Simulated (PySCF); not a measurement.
# Working out the ionisation energy of C

C [He] 2s2 2p2 (3P) → C⁺ [He] 2s2 2p1 (2P). Calculation: PySCF 2.14, in cc-pVDZ-DK; the spin-free X2C one-electron Hamiltonian (Gaussian nucleus). Frozen: 1s2. Energies in hartree (1 hartree = 27.21139 eV):

| part | C (lower) | C⁺ (upper) |
| --- | --- | --- |
| UHF | -37.701472 | -37.304630 |
| CCSD correlation | -0.072913 | -0.066690 |
| (T) | -0.000925 | -0.000651 |

**Question.** What does Hartree-Fock give?

**Answer.** (-37.304630) − (-37.701472) = 0.396842 hartree = 10.799 eV.

**Question.** What do CCSD and CCSD(T) give?

**Answer.** The CCSD correlation energies differ by 0.006223 hartree = 0.169 eV and the triples by 0.000274 hartree = 0.007 eV, so CCSD gives 10.968 eV and CCSD(T) 10.975 eV.

Measured between the centres of the two terms (NIST): 11.262 eV, so CCSD(T) (valence) is off by -0.287 eV.

A double-zeta basis recovers only part of the correlation energy.

What remains against the reference includes basis incompleteness, the frozen core and higher excitations.
